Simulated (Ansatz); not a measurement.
## Structure relaxation of Be₄Ge₃Pt

Level of theory: DFT PBE, scalar-relativistic, plane waves, PAW (Ansatz). Cutoff 420 eV, Γ-centred k mesh, Gaussian smearing, no spin polarisation in the final step.

The start puts Be₄Ge₃Pt on the sites of a reported VCu3S4 cell (P-43m, No. 215), with Pt in place of V, Ge in place of Cu, Be in place of S, at a guessed volume.

```
CELL_PARAMETERS angstrom
4.84190 0.00000 0.00000
0.00000 4.84190 0.00000
0.00000 0.00000 4.84190
ATOMIC_POSITIONS crystal
Be 0.23500 0.23500 0.23500
Be 0.23500 0.76500 0.76500
Be 0.76500 0.76500 0.23500
Be 0.76500 0.23500 0.76500
Ge 0.50000 0.00000 0.00000
Ge 0.00000 0.50000 0.00000
Ge 0.00000 0.00000 0.50000
Pt 0.00000 0.00000 0.00000
```

Steps on the 4×4×4 mesh (8 atoms). 12 of 13 steps are shown, and the free energy counts from the last. Trial steps that were taken back and renewals of the plane-wave basis can be among the rows.

```csv
step,ΔF (meV/atom),V (Å³/atom),P (GPa),largest force component (eV/Å)
1,865.9,14.19,51.13,2.990
2,318.7,16.38,20.56,1.340
3,139.4,18.07,5.77,0.427
4,115.5,19.13,-2.07,0.068
5,112.1,18.65,-0.18,0.025
6,111.5,18.47,0.01,0.021
8,89.9,16.95,0.18,0.191
9,37.0,15.86,1.07,0.365
10,5.2,15.06,3.22,0.010
11,20.9,16.65,-5.33,0.080
12,0.4,15.55,0.06,0.002
13,0.0,15.55,0.08,0.002
```

A final relaxation ran on a 8×8×8 mesh. The relaxed crystal, P-43m (No. 215):

Space group P-43m (No. 215). a = 4.993 Å, b = 4.993 Å, c = 4.993 Å, α = 90.00°, β = 90.00°, γ = 90.00°
```
atom site symmetry x y z
  Be    4e       .3m  0.3338  0.3338  0.3338
  Ge    3d     -42.m  0.5000  0.0000  0.0000
  Pt    1a      -43m  0.0000  0.0000  0.0000
```

| Property | Result |
| --- | --- |
| Volume per atom | 15.56 Å³ |
| Density | 5.99 g/cm³ |
| Energy over the elements | 0.54 eV/atom |
| Gap on the 8×8×8 mesh | 0 eV (a metal) |

Formation energies are uncorrected and refer to the elements' standard structures at the same level.

The final run used a 8×8×8 mesh on its 8-atom cell and 0.10 eV smearing. The k mesh leaves about 4 meV/atom of noise in metals. Spin–orbit coupling is left out.

Symmetry constrained the relaxation, so the result can be a saddle point.

Cost: 3 runs of about 2.1 core-minutes in all, on Arm Neoverse V2 (shared hosts).